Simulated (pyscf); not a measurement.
Cl–GeH(Cl)–Cl + NH₃ -> H₂N–Ge(Cl)(Cl)–Cl + H₂ (four-centre exchange; singlet surface; Ge–H, H–N broken, Ge–N, H–H formed). Optimised with ωB97X-D3(BJ)/def2-SVP in PySCF. Energies in kcal/mol from the separated reactants.

```json
[
 {"level": "ωB97X-D3(BJ)/def2-TZVP", "barrier": "44.3", "reaction energy": "-1.0"},
 {"level": "PBE/def2-TZVP", "barrier": "40.0", "reaction energy": "+1.8"},
 {"level": "B3LYP-D3(BJ)/def2-TZVP", "barrier": "?", "reaction energy": "+0.4"},
 {"level": "M06-2X/def2-TZVP", "barrier": "43.0", "reaction energy": "-3.6"},
 {"level": "ωB97M-D3(BJ)/def2-TZVP", "barrier": "45.4", "reaction energy": "+0.7"},
 {"level": "HF/def2-TZVP", "barrier": "?", "reaction energy": "?"}
]
```

**Question.** Fill in the missing entries.

**Answer.** 
- B3LYP-D3(BJ)/def2-TZVP, barrier: 44.1
- HF/def2-TZVP, barrier: 65.1
- HF/def2-TZVP, reaction energy: +3.1

The functionals in the table span 5.4 kcal/mol in this barrier, from PBE to ωB97M-D3(BJ). On the reactant side the descent ends in a complex (not fully relaxed), 6.1 kcal/mol under the separated species and 50.4 kcal/mol under the saddle at ωB97X-D3(BJ)/def2-TZVP. At the saddle there is also a short Ge–H contact that neither side keeps. One saddle was located; it need not be the lowest between these sides. Elements up to Kr have no core potential and no relativistic terms here.
